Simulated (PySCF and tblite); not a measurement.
Values are calculated unless marked as measured or tabulated.
C2H4F2, numbered as in [F:1][CH2:2][CH2:3][F:4]. The same 2 conformers on PBE0-D3(BJ)/def2-SVP geometries, with only the solvent of the single-point energies changed (functional PBE0, basis set def2-TZVP, D3(BJ) where defined; PySCF).

Torsions listed: F1–C2–C3–F4. Of a mirror pair one member is shown.

```json
{"conformer": "1", "shape": "71°", "symmetry": "C2 (pair)", "dipole D": "2.53"}
{"conformer": "2", "shape": "180°", "symmetry": "C2h", "dipole D": "0.00"}
```

Energies (kcal/mol) above conformer 1 and its weight at 298.15 K (thermal terms from GFN2-xTB):

```csv
solvent,E(2) − E(1),weight of 1 (%),dipole of 1 (D),of 2
gas phase,1.11,93,2.53,0.00
cyclohexane,1.51,96,2.77,0.00
chloroform,?,?,?,?
acetone,2.23,99,3.13,0.01
water,2.32,99,3.17,0.01
```

Q: What does chloroform give?

A: E(2) − E(1) = 1.90 kcal/mol, weight of conformer 1 98 %, dipoles 2.98 and 0.00 D.

Q: How much does the choice of solvent matter?

A: The widest range is that of E(2) − E(1), which runs from 1.11 (gas phase) to 2.32 kcal/mol (water), a spread of 1.20, against RT = 0.59. From gas phase to water conformer 1 gains, the one with the larger dipole, as a polar medium favours it.
